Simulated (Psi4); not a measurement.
Psi4 input (wB97X-D/6-311+G**):

```
memory 1500 MB

molecule {
1 1
C     1.20020200   -0.64852800   -0.06147200
C     1.12101800    0.73030300    0.06237500
N    -0.10174700    1.27932100    0.11498700
C    -1.22243200    0.54483500    0.05223600
C    -1.08267500   -0.82920200   -0.07134900
N     0.11220200   -1.41077700   -0.12680300
H     2.16444900   -1.13843600   -0.10806800
H     1.97500600    1.38923000    0.11909000
H    -0.18200200    2.28841500    0.20568600
H    -2.16989300    1.06119000    0.10115700
H    -1.95742000   -1.46465300   -0.12590100
symmetry c1
no_reorient
no_com
}

set {
  basis 6-311+G**
  reference rks
  scf_type df
  df_basis_scf def2-universal-jkfit
  dft_radial_points 99
  dft_spherical_points 590
  e_convergence 1e-8
  d_convergence 1e-7
  maxiter 150
}

e = energy('wb97x-d')
print_out(f'\nFINAL {e:.10f} DIPOLE {variable("CURRENT DIPOLE")[0]:.6f} {variable("CURRENT DIPOLE")[1]:.6f} {variable("CURRENT DIPOLE")[2]:.6f}\n')
```

Output:

```
   => Loading Basis Set <=

    Name: 6-311+G**
    Role: ORBITAL
    Keyword: BASIS
    atoms 1-2, 4-5 entry C          line   129 file 6-311pgss.gbs
    atoms 3, 6     entry N          line   150 file 6-311pgss.gbs
    atoms 7-11     entry H          line    42 file 6-311pgss.gbs

   => WB97X-D: Empirical Dispersion <=

    Chai and Head-Gordon Dispersion Correction
    Chai, J.-D.; Head-Gordon, M. (2010), J. Chem. Phys., 132: 6615-6620

        s6 =       1.000000

         ---------------------------------------------------------
                                   SCF
               by Justin Turney, Rob Parrish, Andy Simmonett
                          and Daniel G. A. Smith
                              RKS Reference
         ---------------------------------------------------------

  ==> Geometry <==

    Molecular point group: c1
    Full point group: C1

    Geometry (in Angstrom), charge = 1, multiplicity = 1:

       Center              X                  Y                   Z               Mass
    ------------   -----------------  -----------------  -----------------  -----------------
         C            1.200202000000    -0.648528000000    -0.061472000000    12.000000000000
         C            1.121018000000     0.730303000000     0.062375000000    12.000000000000
         N           -0.101747000000     1.279321000000     0.114987000000    14.003074004430
         C           -1.222432000000     0.544835000000     0.052236000000    12.000000000000
         C           -1.082675000000    -0.829202000000    -0.071349000000    12.000000000000
         N            0.112202000000    -1.410777000000    -0.126803000000    14.003074004430
         H            2.164449000000    -1.138436000000    -0.108068000000     1.007825032230
         H            1.975006000000     1.389230000000     0.119090000000     1.007825032230
         H           -0.182002000000     2.288415000000     0.205686000000     1.007825032230
         H           -2.169893000000     1.061190000000     0.101157000000     1.007825032230
         H           -1.957420000000    -1.464653000000    -0.125901000000     1.007825032230

  Running in c1 symmetry.

  Rotational constants: A =      0.20571  B =      0.19467  C =      0.10002 [cm^-1]
  Rotational constants: A =   6166.91724  B =   5836.17502  C =   2998.49468 [MHz]
  Nuclear repulsion =  219.596999656587542

  Charge       = 1
  Multiplicity = 1
  Electrons    = 42
  Nalpha       = 21
  Nbeta        = 21

  ==> Algorithm <==

  SCF Algorithm Type is DF.
  DIIS enabled.
  MOM disabled.
  Fractional occupation disabled.
  Guess Type is SAD.
  Energy threshold   = 1.00e-08
  Density threshold  = 1.00e-07
  Integral threshold = 1.00e-12

  ==> Primary Basis <==

  Basis Set: 6-311+G**
    Blend: 6-311+G**
    Number of shells: 80
    Number of basis functions: 162
    Number of Cartesian functions: 168
    Spherical Harmonics?: true
    Max angular momentum: 2

  ==> DFT Potential <==

   => LibXC <=

    Version 7.1.2
    S. Lehtola, C. Steigemann, M. J. T. Oliveira, and M. A. L. Marques,  SoftwareX 7, 1–5 (2018) (10.1016/j.softx.2017.11.002)

   => Composite Functional: WB97X-D <=

    wB97X-D Hyb-GGA Exchange-Correlation Functional

    J.-D. Chai and M. Head-Gordon,  Phys. Chem. Chem. Phys. 10, 6615–6620 (2008) (10.1039/B810189B)

    Deriv               =              1
    GGA                 =           TRUE
    Meta                =          FALSE

    Exchange Hybrid     =           TRUE
    MP2 Hybrid          =          FALSE

   => Exchange-Correlation Functionals <=

    1.0000   wB97X-D range-separated functional

   => Exact (HF) Exchange <=

    0.7780            HF,LR [omega = 0.2000]
    0.2220               HF

   => LibXC Density Thresholds  <==

    XC_HYB_GGA_XC_WB97X_D:  1.00E-14

   => Molecular Quadrature <=

    Radial Scheme          =       TREUTLER
    Pruning Scheme         =           NONE
    Nuclear Scheme         =       TREUTLER

    Blocking Scheme        =         OCTREE
    BS radius alpha        =              1
    Pruning alpha          =              1
    Radial Points          =             99
    Spherical Points       =            590
    Total Points           =         605543
    Total Blocks           =           4304
    Max Points             =            256
    Max Functions          =            162
    Weights Tolerance      =       1.00E-15

   => Loading Basis Set <=

    Name: DEF2-UNIVERSAL-JKFIT
    Role: JKFIT
    Keyword: DF_BASIS_SCF
    atoms 1-2, 4-5 entry C          line   198 file def2-universal-jkfit.gbs
    atoms 3, 6     entry N          line   258 file def2-universal-jkfit.gbs
    atoms 7-11     entry H          line    18 file def2-universal-jkfit.gbs

  ==> Integral Setup <==

  SCF_SUBTYPE=INCORE selected. In-core MEM_DF algorithm will be used.
  Using in-core AOs.

  ==> MemDFJK: Density-Fitted J/K Matrices <==

    J tasked:                   Yes
    K tasked:                   Yes
    wK tasked:                  Yes
    Omega:                2.000E-01
    Algorithm:                 Core
    Schwarz Cutoff:           1E-12
    Mask sparsity (%):       1.0364
    Fitting Condition:        1E-10

   => Auxiliary Basis Set <=

  Basis Set: DEF2-UNIVERSAL-JKFIT
    Blend: DEF2-UNIVERSAL-JKFIT
    Number of shells: 180
    Number of basis functions: 544
    Number of Cartesian functions: 642
    Spherical Harmonics?: true
    Max angular momentum: 4

  Cached 25.0% of DFT collocation blocks in 0.572 [GiB].

  Minimum eigenvalue in the overlap matrix is 3.8301317588E-05.
  Reciprocal condition number of the overlap matrix is 3.3927420925E-06.
    Using symmetric orthogonalization.

  ==> Pre-Iterations <==

  SCF Guess: Superposition of Atomic Densities via on-the-fly atomic UHF (no occupation information).

   -------------------------
    Irrep   Nso     Nmo
   -------------------------
     A        162     162
   -------------------------
    Total     162     162
   -------------------------

  ==> Iterations <==

                           Total Energy        Delta E     RMS |[F,P]|

   @DF-RKS iter SAD:  -264.55120751975244   -2.64551e+02   0.00000e+00
   @DF-RKS iter   1:  -264.49326878736616    5.79387e-02   3.28299e-03 DIIS/ADIIS
   @DF-RKS iter   2:  -264.55889584531309   -6.56271e-02   2.51804e-03 DIIS/ADIIS
   @DF-RKS iter   3:  -264.62990724160159   -7.10114e-02   6.96507e-04 DIIS/ADIIS
   @DF-RKS iter   4:  -264.63511829031438   -5.21105e-03   1.93013e-04 DIIS/ADIIS
   @DF-RKS iter   5:  -264.63554925966696   -4.30969e-04   4.15781e-05 DIIS
   @DF-RKS iter   6:  -264.63556698742156   -1.77278e-05   1.71296e-05 DIIS
   @DF-RKS iter   7:  -264.63556994660445   -2.95918e-06   2.22317e-06 DIIS
   @DF-RKS iter   8:  -264.63557005357092   -1.06966e-07   1.10285e-06 DIIS
   @DF-RKS iter   9:  -264.63557007009911   -1.65282e-08   2.18179e-07 DIIS
   @DF-RKS iter  10:  -264.63557007147347   -1.37436e-09   3.11628e-08 DIIS
  Energy and wave function converged.

  ==> Post-Iterations <==

   Electrons on quadrature grid:
      Ntotal   =   42.0000003018 ; deviation = 3.018e-07

    Orbital Energies [Eh]
    ---------------------

    Doubly Occupied:

       1A    -14.764897     2A    -14.663233     3A    -10.574604
       4A    -10.574590     5A    -10.546616     6A    -10.546611
       7A     -1.357089     8A     -1.255364     9A     -1.121421
      10A     -1.015107    11A     -0.994210    12A     -0.909971
      13A     -0.846181    14A     -0.801242    15A     -0.767147
      16A     -0.767146    17A     -0.760604    18A     -0.696350
      19A     -0.650432    20A     -0.576957    21A     -0.558776

    Virtual:

      22A     -0.226562    23A     -0.173536    24A     -0.108973
      25A     -0.063116    26A     -0.056574    27A     -0.045110
      28A     -0.040287    29A     -0.031594    30A     -0.026098
      31A     -0.022421    32A     -0.000672    33A      0.013053
      34A      0.013456    35A      0.013784    36A      0.034911
      37A      0.041702    38A      0.051329    39A      0.056543
      40A      0.064946    41A      0.083794    42A      0.090228
      43A      0.095913    44A      0.096866    45A      0.105753
      46A      0.119850    47A      0.123151    48A      0.144190
      49A      0.164363    50A      0.164405    51A      0.166740
      52A      0.170338    53A      0.186326    54A      0.206627
      55A      0.207752    56A      0.258656    57A      0.261126
      58A      0.330773    59A      0.374527    60A      0.386584
      61A      0.400902    62A      0.418638    63A      0.436550
      64A      0.441995    65A      0.469649    66A      0.477102
      67A      0.483515    68A      0.496786    69A      0.536733
      70A      0.583046    71A      0.597071    72A      0.628330
      73A      0.643399    74A      0.644979    75A      0.663819
      76A      0.685774    77A      0.690084    78A      0.700319
      79A      0.716720    80A      0.795530    81A      0.822191
      82A      0.832244    83A      0.832970    84A      0.856056
      85A      0.876828    86A      0.904196    87A      0.921457
      88A      0.945703    89A      0.989230    90A      1.011433
      91A      1.013383    92A      1.078249    93A      1.165734
      94A      1.255191    95A      1.364393    96A      1.402744
      97A      1.407568    98A      1.437718    99A      1.466027
     100A      1.466332   101A      1.519543   102A      1.519960
     103A      1.607668   104A      1.611655   105A      1.618597
     106A      1.642909   107A      1.656451   108A      1.701643
     109A      1.710933   110A      1.776448   111A      1.790557
     112A      1.841655   113A      1.878206   114A      1.889322
     115A      1.963794   116A      1.995463   117A      2.135142
     118A      2.165764   119A      2.182036   120A      2.215754
     121A      2.276624   122A      2.327253   123A      2.344312
     124A      2.351744   125A      2.448265   126A      2.488220
     127A      2.507453   128A      2.571306   129A      2.602683
     130A      2.607363   131A      2.622902   132A      2.653287
     133A      2.706683   134A      2.740209   135A      2.759988
     136A      2.784431   137A      2.784928   138A      2.831310
     139A      2.837649   140A      2.942476   141A      2.946274
     142A      3.135559   143A      3.244210   144A      3.454748
     145A      3.485398   146A      3.521434   147A      3.592366
     148A      3.689898   149A      3.760949   150A      3.833867
     151A      3.954234   152A      3.972417   153A      4.294957
     154A      4.704509   155A      4.750100   156A      5.266416
     157A     23.644126   158A     23.765664   159A     23.983649
     160A     23.989419   161A     35.425398   162A     35.612379

    Final Occupation by Irrep:
              A
    DOCC [    21 ]
    NA   [    21 ]
    NB   [    21 ]

  @DF-RKS Final Energy:  -264.63557007147347

   => Energetics <=

    Nuclear Repulsion Energy =            219.5969996565875419
    One-Electron Energy =                -781.5440323065438406
    Two-Electron Energy =                 322.9433238841361913
    DFT Exchange-Correlation Energy =     -25.6284357532734930
    Empirical Dispersion Energy =          -0.0034255523798277
    VV10 Nonlocal Energy =                  0.0000000000000000
    Total Energy =                       -264.6355700714734667

Computation Completed

Properties will be evaluated at   0.000000,   0.000000,   0.000000 [a0]

Properties computed using the SCF density matrix

 Multipole Moments:

 ------------------------------------------------------------------------------------
     Multipole            Electronic (a.u.)      Nuclear  (a.u.)        Total (a.u.)
 ------------------------------------------------------------------------------------

 L = 1.  Multiply by 2.5417464519 to convert [e a0] to [Debye]
 Dipole X            :         -0.1412640            0.0000057           -0.1412584
 Dipole Y            :          1.7761166            0.0000038            1.7761204
 Dipole Z            :          0.1596554           -0.0000151            0.1596403
 Magnitude           :                                                    1.7888663

 ------------------------------------------------------------------------------------

FINAL -264.6355700715 DIPOLE -0.141258 1.776120 0.159640

*** Psi4 exiting successfully. Buy a developer a beer!
```

The dipole moment of an ion depends on the origin.

The geometry given is a B3LYP-D3(BJ)/def2-TZVP minimum.
